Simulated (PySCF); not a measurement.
Method: PBE0-D4/def2-TZVP run with PySCF 2.14.0. All species are isolated molecules in the gas phase. One relaxed conformer stands for a flexible species; it need not be the lowest. 

Reference species (SMILES): `[CH2]OC` (neutral, multiplicity 2).

```json
{
  "highest_occupied_spin_orbital": "-5.09 eV"
}
```

Changed species: `[OH]` (radical fragment; the reference has radical fragment).

### Question
Predict the effect on the highest occupied spin orbital.

### Answer
the highest occupied spin orbital falls by 4.00 eV, to -9.09 eV.
